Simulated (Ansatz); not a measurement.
## Ansatz (development build ahead of 0.2.0) run

```yaml
crystal:
  periodic: [false, false, false]
  atoms:
    - { symbol: C, position_ang: [-0.00905, -0.04607, -1.47639] }
    - { symbol: C, position_ang: [0.03011, -0.01673, -0.08473] }
    - { symbol: C, position_ang: [0.02903, 1.26386, 0.63699] }
    - { symbol: C, position_ang: [-0.0446, -1.2532, 0.6916] }
    - { symbol: H, position_ang: [0.02368, -0.89134, -2.01633] }
    - { symbol: H, position_ang: [-0.04449, 0.95002, -2.01401] }
    - { symbol: H, position_ang: [0.04181, 2.14707, 0.05712] }
    - { symbol: H, position_ang: [-0.86326, 1.36088, 1.31438] }
    - { symbol: H, position_ang: [0.83764, 1.33625, 1.32366] }
    - { symbol: H, position_ang: [-0.0436, -2.15564, 0.05764] }
    - { symbol: H, position_ang: [0.89799, -1.32349, 1.38442] }
    - { symbol: H, position_ang: [-0.92328, -1.31895, 1.36678] }
basis:
  gaussian: { orbitals: "6-31G" }
hamiltonian:
  xc: hf
correlation:
  method: mp2
  frozen_orbitals: { C: 1, H: 0 }
```

The input is written out in the form of the current development build from the run's settings.

Output:

```json
{
 "Converged": "yes",
 "Reference energy": "-156.02956 hartree",
 "Correlation energy": "-0.36594 hartree",
 "Total energy": "-156.39550 hartree",
 "Spin squared of the determinant": "0.000"
}
```
